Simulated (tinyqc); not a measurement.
Worked calculation: ROHF in the sto-6g basis, for OH+, spin multiplicity 3. One step of it, computed by the program tinyqc.

Problem. Iteration 3: DIIS coefficients. Solve [B -1; -1 0][c; lambda] = [0; -1] for the coefficients, which sum to one.

B (overlaps of the stored error matrices):
```
,1,2
1,7.5762807e-02,9.9392717e-03
2,9.9392717e-03,1.3333823e-03
```

Give: DIIS coefficients.

Solution.

DIIS coefficients: -0.1504  1.1504
